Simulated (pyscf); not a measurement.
Structures and frequencies: ωB97X-D3(BJ)/def2-SVP in PySCF.

Q: How much does it cost (ΔH, 298 K, ωB97M-D3(BJ)/def2-TZVP) to split HO–Mo(F)(F)(F)=S at its Mo–O bond into OH• + [F–Mo(F)(F)=S]•?

A: Mo–O to OH• + [F–Mo(F)(F)=S]•: 75.6 kcal/mol. The 7 functionals that were run give +75.6 (ωB97M-D3(BJ)) to +89.9 kcal/mol (PBE). The radicals are drawn with the spin at the cut bond; how far it spreads was not checked. Other isomers of [F–Mo(F)(F)=S]• were not searched in full and may lie lower. Left out: the spin-orbit lowering of OH. Open-shell species with a d-block atom are single-reference here; other states, and whether the spin sits on metal or ligand, were not checked. Elements past Kr carry the def2 core potentials, without spin-orbit coupling.
